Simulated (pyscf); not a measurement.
# Four-centre exchange: :HSi–AsH₂ [singlet] + H₂O → AsH₃ + HO–SiH: [singlet]

Gas phase, singlet surface, charge 0. Bonds broken: As1–Si2, O6–H7. Bonds formed: As1–H7, Si2–O6. PySCF, gas phase, ωB97X-D3(BJ)/def2-SVP geometries. Correlated levels are frozen-core, on RHF or UHF. ΔMP2 is the change of the MP2 total energy from the triple- to the quadruple-zeta basis.

Transition state (Å):

```xyz
8

As    -1.8228    -0.9890    -0.1523
Si    -0.9162     1.0962     0.9457
H     -0.8507    -1.9937    -0.7291
H     -2.6123    -0.7069    -1.4087
H      0.0574     0.1491     1.6267
O      0.1647     1.2866    -0.5580
H     -0.6110     0.2054    -0.7324
H     -0.1557     2.0046    -1.1225
```

One imaginary mode, 1379i cm⁻¹; descent along it reached the two sides named, in the forms told below.

| bond | change | reactant side (Å) | saddle | product side |
|---|---|---|---|---|
| As1–Si2 | breaks | 2.400 | 2.525 | 2.599 |
| O6–H7 | breaks | 0.972 | 1.342 | 3.7 |
| As1–H7 | forms | 2.9 | 1.798 | 1.511 |
| Si2–O6 | forms | 2.080 | 1.862 | 1.705 |

Electronic energies relative to the separated reactants (kJ/mol):

| level | barrier | reaction energy | reverse barrier |
|---|---|---|---|
| ωB97X-D3(BJ)/def2-TZVP | 22.9 | -67.2 | 90.2 |
| PBE/def2-TZVP | -1.4 | -71.8 | 70.4 |
| r²SCAN/def2-TZVP | 1.6 | -77.2 | 78.8 |
| B3LYP-D3(BJ)/def2-TZVP | 20.6 | -82.3 | 102.9 |
| PBE0-D3(BJ)/def2-TZVP | 9.2 | -68.3 | 77.5 |
| M06-2X/def2-TZVP | 19.4 | -80.7 | 100.2 |
| ωB97M-D3(BJ)/def2-TZVP | 22.7 | -89.2 | 111.9 |
| HF/def2-TZVP | 105.8 | -95.8 | 201.6 |
| MP2/def2-QZVPP | 18.9 | -73.1 | 92.0 |
| CCSD/def2-TZVPP | 50.5 | -79.4 | 129.9 |
| CCSD(T)/def2-TZVPP | 36.6 | -77.0 | 113.6 |
| CCSD(T)/def2-TZVPP + ΔMP2(QZVPP) | 35.9 | -74.0 | 109.9 |

With CCSD(T)/def2-TZVPP + ΔMP2(QZVPP) energies and thermal terms (ideal gas, 1 atm, RRHO with modes under 100 cm⁻¹ raised to 100, one conformer, R ln 2 for chiral ones without a mode under 150 cm⁻¹), in kJ/mol:

```tsv
T (K)	ΔH‡	ΔG‡	ΔH	ΔG
298	28.3	74.7	-80.2	-77.3
600	28.6	121.8	-82.5	-73.2
900	31.5	167.9	-82.7	-68.4
1200	35.0	212.8	-82.1	-63.8
```

On the reactant side the descent ends in an adduct with a O–Si contact, 74.2 kJ/mol under the separated species and 97.2 kJ/mol under the saddle at ωB97X-D3(BJ)/def2-TZVP. On the product side the descent ends in an adduct with a As–Si contact (not fully relaxed), 49.8 kJ/mol under the separated species and 139.9 kJ/mol under the saddle at ωB97X-D3(BJ)/def2-TZVP. At PBE the saddle lies under the separated reactants, which points to a path from their complex (located at ωB97X-D3(BJ) alone). What is counted as formed (O–Si) is already present as a longer contact in the reactant adduct; forming that adduct is a step of its own. What is counted as broken (As–Si) persists as a longer contact in the product adduct; parting that adduct is a step of its own. :HSi–AsH₂ [singlet] lies 70.3 kJ/mol over its isomer H₂Si=AsH (electronic energy, ωB97M-D3(BJ)/def2-TZVP). One saddle was located; it need not be the lowest between these sides. The CCSD(T) − MP2 part came from Ansatz, without density fitting, on the same reference. The frozen core leaves the outer d or s,p core shells of the metals and heavy elements correlated in the MP2 and CC values, and def2-TZVPP describes them poorly, which can shift differences by a few kcal/mol. Elements up to Kr have no core potential and no relativistic terms here.
